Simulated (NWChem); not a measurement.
**Correlation energy of CH₃O**

```
C
O 1 1.3547
H 1 1.1119 2 114.49
H 1 1.1123 3 110.68 2 -130.69
H 1 1.1191 3 105.72 4 -113.45
```
Charge 0, spin multiplicity 2.

Program: NWChem. Structure: optimised with UB3LYP/def2-SVP, a minimum by its harmonic frequencies.

Basis set: 6-31G*. Each correlation energy counts from its own Hartree-Fock reference.

The correlated methods keep 2 core orbitals frozen. The Pople sets run with spherical d functions. The structure started from a generated list of species. The stability of the SCF solutions was not checked. Open-shell Hartree-Fock references start from PBE0 orbitals. Coupled-cluster values serve here as a point of comparison, not as the truth.

**Question.** Order these methods by the correlation energy they give, lowest first: UMP2, SCS-UMP2, CCSD on UHF, CCSD[T] on UHF.

**Answer.** CCSD[T] on UHF (-299.9 mHa), CCSD on UHF (-293.2 mHa), UMP2 (-263.6 mHa), SCS-UMP2 (-261.3 mHa)
